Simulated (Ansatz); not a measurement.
```yaml
crystal:
  periodic: [false, false, false]
  atoms:
    - {symbol: Zr, position_ang: [0.000000, 0.000000, 0.000000]}
    - {symbol: Ge, position_ang: [0.000000, 0.000000, 2.650000]}
basis:
  gaussian: {orbitals: def2-TZVP}
magnetization: {spin_polarized: true, initial_magnetization: 2}
hamiltonian: {xc: pbe0}
relax: {f_tol: 0.004, max_steps: 80}
```

```sh
$ ansatz run in.yaml --threads 1 --pin off --events-out ev --progress --plain --max-ram 2176MiB
```

Steps of the relaxation (energy above the last step; positions in Å, forces in eV/Å):

```
2
step 1, 66.3 meV
Zr    0.000    0.000    0.000    0.000    0.000    0.709
Ge    0.000    0.000    2.650    0.000    0.000   -0.709
```

```
2
step 2, 21.7 meV
Zr    0.000    0.000    0.052    0.000    0.000    0.381
Ge    0.000    0.000    2.598    0.000    0.000   -0.381
```

```
2
step 3, 3.7 meV
Zr    0.000    0.000    0.080    0.000    0.000    0.219
Ge    0.000    0.000    2.570    0.000    0.000   -0.219
```

```
2
step 5, 0.4 meV
Zr    0.000    0.000    0.090    0.000    0.000    0.082
Ge    0.000    0.000    2.560    0.000    0.000   -0.082
```

```
2
step 8, 0.0 meV
Zr    0.000    0.000    0.095    0.000    0.000   -0.001
Ge    0.000    0.000    2.555    0.000    0.000    0.001
```

Close pairs at the end: Zr1–Ge2 2.460 Å.

A stationary point of unrestricted PBE0 after 8 steps, with ⟨S²⟩ = 2.210 against 2.00 for a pure state. 80 s on 1 thread of AMD EPYC 9R45, shared host.
